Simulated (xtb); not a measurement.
xtb input (GFN2-xTB):

```bash
xtb mol.xyz --gfn 2 --sp --chrg 1 --uhf 0
```
mol.xyz:
```
3

P     -0.00494663    -0.00315703     0.11662516
H      0.03811855     1.04938416    -0.84687971
H      0.03608089    -1.00202865    -0.90249773
```

End of the output:

```
         :::::::::::::::::::::::::::::::::::::::::::::::::::::
         ::                     SUMMARY                     ::
         :::::::::::::::::::::::::::::::::::::::::::::::::::::
         :: total energy              -2.991230000310 Eh    ::
         :: gradient norm              0.008425093956 Eh/a0 ::
         :: HOMO-LUMO gap              1.912265612421 eV    ::
         ::.................................................::
         :: SCC energy                -3.005287735060 Eh    ::
         :: -> isotropic ES            0.134517220307 Eh    ::
         :: -> anisotropic ES         -0.018766610862 Eh    ::
         :: -> anisotropic XC          0.005501529074 Eh    ::
         :: -> dispersion             -0.000311753272 Eh    ::
         :: repulsion energy           0.014057734750 Eh    ::
         :: add. restraining           0.000000000000 Eh    ::
         :: total charge               1.000000000000 e     ::
         :::::::::::::::::::::::::::::::::::::::::::::::::::::

           -------------------------------------------------
          |                Property Printout                |
           -------------------------------------------------

    * Orbital Energies and Occupations

         #    Occupation            Energy/Eh            Energy/eV
      -------------------------------------------------------------
         1        2.0000           -0.9208296             -25.0570
         2        2.0000           -0.7227597             -19.6673
         3        2.0000           -0.6935388             -18.8722 (HOMO)
         4                         -0.6232643             -16.9599 (LUMO)
         5                         -0.4372210             -11.8974
         6                         -0.3434006              -9.3444
         7                         -0.2480371              -6.7494
         8                         -0.2402813              -6.5384
         9                         -0.2375781              -6.4648
        10                          0.1783515               4.8532
        11                          0.6156486              16.7527
      -------------------------------------------------------------
                  HL-Gap            0.0702745 Eh            1.9123 eV
             Fermi-level           -0.6584016 Eh          -17.9160 eV

     #   Z          covCN         q      C6AA      α(0)
     1  15 P        1.950     0.639   150.924    23.208
     2   1 H        0.975     0.180     1.200     1.712
     3   1 H        0.975     0.180     1.200     1.712

 Mol. C6AA /au·bohr⁶  :        208.844717
 Mol. C8AA /au·bohr⁸  :       9793.873224
 Mol. α(0) /au        :         26.631661

Wiberg/Mayer (AO) data.
largest (>0.10) Wiberg bond orders for each atom

 ---------------------------------------------------------------------------
Note: The following floating-point exceptions are signalling: IEEE_DENORMAL
normal termination of xtb
     #   Z sym  total        # sym  WBO       # sym  WBO       # sym  WBO
 ---------------------------------------------------------------------------
     1  15 P    1.931 --     3 H    0.965     2 H    0.965
     2   1 H    0.967 --     1 P    0.965
     3   1 H    0.967 --     1 P    0.965
 ---------------------------------------------------------------------------

Topologies differ in total number of bonds
Writing topology from bond orders to xtbtopo.mol

molecular dipole:
                 x           y           z       tot (Debye)
 q only:        0.019       0.012      -0.456
   full:        0.033       0.021      -0.773       1.968
molecular quadrupole (traceless):
                xx          xy          yy          xz          yz          zz
 q only:       -1.186       0.004       0.847      -0.065       0.014       0.339
  q+dip:       -1.886       0.006       1.252      -0.107       0.017       0.634
   full:        0.605      -0.002       0.337       0.066       0.035      -0.942

           -------------------------------------------------
          | TOTAL ENERGY               -2.991230000310 Eh   |
          | GRADIENT NORM               0.008425093956 Eh/α |
          | HOMO-LUMO GAP               1.912265612421 eV   |
           -------------------------------------------------

------------------------------------------------------------------------
------------------------------------------------------------------------
 total:
 SCF:
```
